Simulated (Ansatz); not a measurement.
Cubic BN, relaxed in Ansatz (plane waves) with several semilocal functionals. Each gives its own volume and its own zone-centre TO phonon frequency:

```csv
level,V0 (Å³/atom),zone-centre TO phonon frequency (cm⁻¹),ln V0,ln ω_TO
LDA,5.739,1068,1.7473,6.9735
r²SCAN+rVV10,5.865,1047,1.7690,6.9537
r²SCAN,5.879,1044,1.7714,6.9508
revPBE,6.025,1015,1.7959,6.9226
RPBE,6.048,1012,1.7997,6.9197
BLYP,6.064,1000,1.8024,6.9078
```

Problem. Fit a straight line to ln ω_TO against ln V0. What does it predict for PBE, whose volume is 5.953 Å³/atom?

Solution. With x = ln V0 and y = ln ω_TO: means 1.78095 and 6.93802; Σ(Δx Δy) = -0.002726, Σ(Δx²) = 0.002401, so the slope is -1.14. At x = 1.7839 the line gives y = 6.93802 + (-1.14) × (1.7839 − 1.78095) = 6.9347, or 1027 cm⁻¹. The run with PBE gives 1027 cm⁻¹, +0.0 % from the line. The rows used scatter about it by up to 0.6 %, while the largest value lies 7 % above the smallest.

Measured: 1055 ± 0.6 cm⁻¹ (measured, 300 K, not corrected to a static lattice; as tabulated in Ioffe Institute, NSM Archive: BN, mechanic properties page).

Ansatz's density-functional and Hartree–Fock values are scalar-relativistic unless marked +SOC, with PAW data made under PBE.

Ansatz is a program for electronic structure.
